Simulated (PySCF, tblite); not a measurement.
# C4H7N+ (doublet): geometry, infrared bands and EPR parameters

Aim: predict the infrared bands and EPR parameters of C4H7N+ (doublet) (`[CH2+][CH]/C=N\C`).

Computed with tblite 0.8.0 and PySCF 2.14.0, with density-fitted response routines of our own, on a single molecule in the gas phase. Atoms count from 0, in the outputs and in this text.

**1. The starting structure**

12 atoms, charge 1, multiplicity 2; geometry from: force field or distance geometry start.

Bonds of the start (Å): C0–C1 1.42, C1–C2 1.48, C2–N3 1.27, N3–C4 1.46, C0–H5 1.09, C0–H6 1.08, C1–H7 1.09, C2–H8 1.11, C4–H9 1.10, C4–H10 1.09, C4–H11 1.09.

**2. Relaxing the molecule with GFN2-xTB**

The job: settings as JSON, then the geometry in Å.

```
{"job": {"kind": "relax", "xc": "GFN2-xTB", "basis": "xTB"}, "charge": 1, "multiplicity": 2}
C     -2.309000    -0.248100    -0.110000
C     -0.890400    -0.292800    -0.076000
C     -0.057800     0.920400     0.096700
N      1.210100     1.046100     0.140500
C      2.026900    -0.161800     0.054700
H     -2.848700     0.697500    -0.027700
H     -2.880500    -1.160000    -0.231100
H     -0.386700    -1.251600    -0.148900
H     -0.646100     1.854100     0.175600
H      1.881400    -0.665200    -0.909900
H      3.080600     0.120400     0.111800
H      1.821500    -0.859700     0.869200
```

The run is started by

```
> OMP_NUM_THREADS=1 python probes_run.py task.json out
```

One launch serves the whole session: the jobs run in the order shown.

**Question.** This job is followed by: GFN2-xTB harmonic vibrations, gas phase; UKS B3LYP, pcH-1 on C H N, non-relativistic, mean-field spin-orbit, GIAO. What will the session give for the following? strongest single infrared mode (GFN2-xTB); zero-point energy (GFN2-xTB); g(iso) (B3LYP); ⟨S²⟩; largest a(iso) (averaged by class).

**Answer**, as computed:

| quantity | value |
| --- | --- |
| strongest single infrared mode (GFN2-xTB) | 1311 cm⁻¹, 173 km/mol |
| zero-point energy (GFN2-xTB) | 59.8 kcal/mol |
| g(iso) (B3LYP) | 2.00309 |
| ⟨S²⟩ | 0.760 (exact 0.75) |
| largest a(iso) (averaged by class) | 1H on H8, 191.6 MHz |

In words: Relaxing lowered the energy by 0.770 eV in 37 steps; the close pair that moved most is C0–C1, from 1.420 to 1.326 Å. The lowest mode is slightly imaginary (20i cm⁻¹), a soft motion within the noise of the Hessian, so the minimum is not strictly shown. The strongest single mode, at 1311 cm⁻¹, is spread over several atoms, H11, H9, H10 among them. Unscaled tight-binding wavenumbers are off by several per cent, some by more. Its intensities can rank the bands wrongly. Most of the unpaired spin sits on N3 (0.82 e). The isotropic g lies 0.8 ppt above the free-electron value.
